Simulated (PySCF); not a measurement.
Identify the unknown among the candidates.

All candidates are C5H13N.

- Rotational structure: rotational constants A, B, C: 7.344, 1.827, 1.570 GHz [PBE0-D3(BJ)/def2-TZVP]
- 1H NMR: chemical shifts (computed TMS as zero) by class: 2.17 (6 H), 2.06 (2 H), 1.51 (2 H), 0.94 (3 H) ppm [GIAO B97-2/pcSseg-2]
- NMR, other nuclei: isotropic shieldings of nuclei other than C and H, by class: 217 (1 N) ppm [GIAO B97-2/pcSseg-2]
- Dipole: 0.42 D [B97-2/pcSseg-2]
- 13C NMR: chemical shifts (computed TMS as zero) by class: 66.3 (1 C), 47.8 (2 C), 26.9 (1 C), 14.9 (1 C) ppm [GIAO B97-2/pcSseg-2]

The electronic properties come from PySCF, for the isolated species, density fitting. Levels stand in brackets. The structure is a single PBE0-D3(BJ)/def2-TZVP conformer in the gas phase; no vibrational or solvent corrections. NMR values are class means; diastereotopic atoms form classes of their own.

**Question.** Which candidate is it?
A. `CCCN(C)C`
B. `CNC(C)(C)C`
C. `CC(C)N(C)C`

**Answer.** A. It is `CCCN(C)C`. Numbering: `[CH3:1][CH2:2][CH2:3][N:4]([CH3:5])[CH3:6]`. Its formula, C5H13N, gives 0 degrees of unsaturation, so no ring and no π bond. 5 carbons fall into 4 classes; from least to most shielded: sp3 carbon bound to nitrogen [C3] (66.3 ppm), N-methyl carbon [C5/C6] (47.8 ppm, 2 C, up to 5.7 ppm apart in this geometry), chain CH2 carbon [C2] (26.9 ppm), methyl carbon [C1] (14.9 ppm). Hydrogen classes from least to most shielded: 6 H on 2 N-methyl carbons, C5/C6 (2.17 ppm, a mean of values up to 1.3 ppm apart in this geometry), 2 H on an sp3 carbon bound to nitrogen, C3 (2.06 ppm, a mean of values up to 0.6 ppm apart in this geometry), 2 H on a chain CH2 carbon, C2 (1.51 ppm), 3 H on a methyl carbon, C1 (0.94 ppm). The other shieldings belong to: 217 ppm, tertiary amine nitrogen [N4]. The optimised geometry has point group C1 and is an asymmetric top.

The others, at the same levels:
- `CNC(C)(C)C` fails: it has 3 carbon classes against 4; its computed 13C shifts are 53.3 (1 C), 31.7 (1 C), 30.4 (3 C) ppm, 1H shifts are 2.42 (3 H), 1.05 (9 H), -0.06 (1 H) ppm and rotational constant A is 4.403 GHz (against 7.344 GHz).
- `CC(C)N(C)C` fails: it has 3 carbon classes against 4; its computed 13C shifts are 59.0 (1 C), 41.8 (2 C), 18.0 (2 C) ppm, 1H shifts are 2.80 (1 H), 2.25 (6 H), 0.98 (6 H) ppm and rotational constant A is 4.527 GHz (against 7.344 GHz).

Each candidate is one conformer, not necessarily the lowest. The conformers computed, where there is a choice (atom-mapped SMILES and torsion angles):
- `[CH3:1][CH2:2][CH2:3][N:4]([CH3:5])[CH3:6]`: C1–C2–C3–N4 -171°, C2–C3–N4–C5 -65°
- `[CH3:1][NH:2][C:3]([CH3:4])([CH3:5])[CH3:6]`: C1–N2–C3–C4 -56°
- `[CH3:1][CH:2]([CH3:3])[N:4]([CH3:5])[CH3:6]`: C1–C2–N4–C5 -70°
